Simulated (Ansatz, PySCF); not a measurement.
This PySCF input computes a CAM-B3LYP/def2-TZVPD energy:

```python
from pyscf import gto, scf, dft

mol = gto.M(
    atom='''
    C    -0.00105023   -0.00044593    0.21807837
    C    -0.00682676   -0.00289863    1.41756777
    C     0.00595226    0.00252732   -1.23597935
    H    -0.01194066   -0.00506999    2.47946412
    H     0.01516829    1.02317495   -1.62370089
    H     0.88736845   -0.51296496   -1.62264162
    H    -0.87904773   -0.50023658   -1.63112234
    ''',
    basis='def2-tzvpd',
    charge=0,
    spin=0,
    verbose=4,
)

mf = dft.RKS(mol, xc='camb3lyp').density_fit(auxbasis='def2-universal-jkfit')
mf.grids.level = 3
mf.conv_tol = 1e-9
mf.max_cycle = 100
mf.max_memory = 1500
mf.kernel()
if not mf.converged:
    mf = mf.newton()
    mf.kernel(mf.make_rdm1())
mf.analyze()
```

### Question
Write an input for the same energy in Ansatz (a program for electronic structure) and say what it gives.

### Answer

Ansatz 0.2 input:
```yaml
crystal:
  periodic: [false, false, false]
  atoms:
    - {symbol: C, position_ang: [-0.00105023, -0.00044593, 0.21807837]}
    - {symbol: C, position_ang: [-0.00682676, -0.00289863, 1.41756777]}
    - {symbol: C, position_ang: [0.00595226, 0.00252732, -1.23597935]}
    - {symbol: H, position_ang: [-0.01194066, -0.00506999, 2.47946412]}
    - {symbol: H, position_ang: [0.01516829, 1.02317495, -1.62370089]}
    - {symbol: H, position_ang: [0.88736845, -0.51296496, -1.62264162]}
    - {symbol: H, position_ang: [-0.87904773, -0.50023658, -1.63112234]}
basis:
  gaussian:
    orbitals: def2-TZVPD
hamiltonian:
  xc: {name: CAM-B3LYP}
output: {forces: true}
```
It gives -116.62871 Eh, and PySCF -116.62873 Eh, a difference of 0.02 mEh, from the treatment of integrals and grids.
